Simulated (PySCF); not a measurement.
Simulated C 1s region for `C#CC[C@H](C)N`, binding energy against the vacuum level.

Every computed line was given a Gaussian of 0.5 eV full width at half maximum and an area set by the number of equivalent atoms; the highest printed point is 100. Computed with delta-SCF UKS SCAN, pcX-2 on the ionised atom, pcseg-1 elsewhere, spin-free X2C in PySCF.

binding energy (eV), intensity and a bar:
```
    289.3          0 
    289.4          1 
    289.5          3 #
    289.6          8 ##
    289.7         18 #####
    289.8         32 ##########
    289.9         46 ##############
    290.0         54 ################
    290.1         56 #################
    290.2         59 ##################
    290.3         70 #####################
    290.4         87 ##########################
    290.5        100 ##############################
    290.6         98 #############################
    290.7         79 ########################
    290.8         55 ################
    290.9         39 ############
    291.0         38 ###########
    291.1         52 ################
    291.2         72 ######################
    291.3         88 ##########################
    291.4         90 ###########################
    291.5         77 #######################
    291.6         55 #################
    291.7         33 ##########
    291.8         16 #####
    291.9          6 ##
    292.0          2 #
    292.1          1 
    292.2          0
```

Problem. Count the maxima, the lines and the sites behind this envelope.

Solution. The curve has 2 maxima (at 290.5 and 291.4 eV). Under it lie 5 lines from 5 inequivalent carbon sites. At this width some lines have no maximum of their own.

Problem. Decompose the envelope and assign each component. Numbering: `[CH:1]#[C:2][CH2:3][C@H:4]([CH3:5])[NH2:6]`.

Solution. 
```tsv
position (eV)	relative area	line	atoms	environment
290.00	1	C 1s	C1	terminal alkyne carbon
290.52	1	C 1s	C5	methyl carbon
290.58	1	C 1s	C2	alkyne carbon
291.27	1	C 1s	C3	propargylic carbon
291.46	1	C 1s	C4	sp3 carbon bound to nitrogen
```

Problem. What are the centre and the root-mean-square width of the whole band?

Solution. The area-weighted mean of the lines is 290.77 eV. Their own spread about it is 0.53 eV (rms) and each Gaussian has σ = 0.5/2.355 = 0.21 eV; the variances add, which gives 0.57 eV.

The listed C 1s values span 1.46 eV, from C1 (bonded to C (triple bond) and H) to C4 (bonded to N, 2 C and H). The widest gap between neighbouring values is 0.69 eV, between 290.58 and 291.27 eV. Summing the Pauling electronegativity differences to the bonded atoms, each weighted by its formal bond order, gives -0.35 for the lowest site and +0.14 for the highest; no listed site has a larger sum than the highest. The smallest sum, -1.05, belongs to C5, 0.52 eV above the lowest.

The curve has no shake-up lines and no vibrational structure. Spin contamination (⟨S²⟩ against 0.75 for a pure doublet) is marked for C 1s of C2 (0.86), which makes this value less certain. One conformer (not necessarily the lowest) at the GFN2-xTB geometry, without solvent, vibrations or thermal averaging.

Shape of the structure used: `[CH:1]#[C:2][CH2:3][C@H:4]([CH3:5])[NH2:6]`: C2–C3–C4–C5 -172°, H–N6–C4–C3 -57°, H–N6–C4–C3 -177°.
